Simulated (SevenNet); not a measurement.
Graphite

These are the machine-learned potential SevenNet-l3i5 (trained on PBE and PBE+U data) values and carry that method's errors.

Cell (relaxed at this level):

C has the hexagonal space group P6₃/mmc (No. 194), Pearson symbol hP4. Conventional cell: a = b = 2.468 Å, c = 8.063 Å, α = β = 90.00°, γ = 120.00°. C1 on 2b is surrounded by 3 C at 1.425 Å (trigonal planar). C2 on 2c has 3 C at 1.425 Å (trigonal planar). (Neighbours: up to the widest gap in distance over summed covalent radii, below 1.35, at either atom.)

```
Property               Value
-------------------  -------
lattice parameter a  2.468 Å
c axis length        8.063 Å
```

Measured, for comparison: lattice constant a 2.461 Å (300 K, no zero-point or thermal correction, our sources range from 2.456 to 2.461; as tabulated in Wikipedia's data pages); lattice parameter c 6.67 Å (low temperature, zero-point motion not removed; as tabulated in Berland et al. (2010), arXiv:1007.3305). Computed (rounded) less measured: lattice constant a +0.3 % (+0.3 % to +0.5 % over the range), lattice parameter c +20.9 %.

A machine-learned potential is trained on density-functional data: it inherits that level's misses and adds fitting errors of its own.

Note: the model's c/a of 3.27 is far from the 2.73 of the starting cell; this model's volume lies 21 % above that of the starting cell (a measured, published or database cell).
